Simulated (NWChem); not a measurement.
Species: SiF₄; SMILES F[Si](F)(F)F

```xyz
5

F      1.3593     0.7380     0.3513
Si     0.0000     0.0000     0.0000
F     -1.1101     1.0765    -0.3530
F     -0.4734    -0.8582     1.2471
F      0.2241    -0.9563    -1.2454
```
Atoms are numbered in this order, from 1.

Results from NWChem. All runs use the structure optimised with PBE0/def2-SVP. Level: PBE0/def2-SVP with SMD (1 M gas to 1 M solution), gas-phase geometry. Reactions with the solvent are ignored.

Problem. Predict the results for solvent n-hexane. Quantities: solvation free energy (kcal/mol); cavity-dispersion-structure term (kcal/mol).

Solution. 
```
Item                                         Value
-------------------------------------------  -----
solvation free energy (kcal/mol)              -0.5
cavity-dispersion-structure term (kcal/mol)    0.4
```
